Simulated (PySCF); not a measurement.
Structure elucidation problem

The spectra below were simulated for a compound C$_{3}$H$_{2}$O.

¹H NMR (300 MHz, computed): δ 8.71 (s, 2H).

¹³C{¹H} NMR (computed): δ 160.7 (CH, 2C), 152.7 (C).

- NMR shieldings at HF/pcSseg-2/GIAO
- PBE0-D3(BJ)/def2-SVP structure
- spin–spin couplings from B3LYP/pcJ-1
- code: PySCF 2.14.0 with density-fitted response routines
- equivalent nuclei averaged, isolated molecule, one conformer, relativity neglected

References, each an isolated molecule treated in the same way: TMS for ¹H, ¹³C.

What is the structure?

Answers


Rings plus π bonds: 3 (1 ring in the answer). 2 carbon signals for 3 carbons: some carbons are equivalent by symmetry or fast rotation. Carbon types of the structure: 1 × C, 2 × CH, which accounts for all hydrogens. δC 160.7: unsaturated ring CH. δC 152.7: ring carbonyl carbon. δH 8.71: hydrogen on a unsaturated ring CH.

The compound is cyclopropenone (O=c1cc1).

Shifts are as computed, not scaled to solution data. Of 1211 compounds with measured shifts, 218 miss one by over three times the rms of a fit or turn the order of signals round; such compounds aren't used in these exercises.
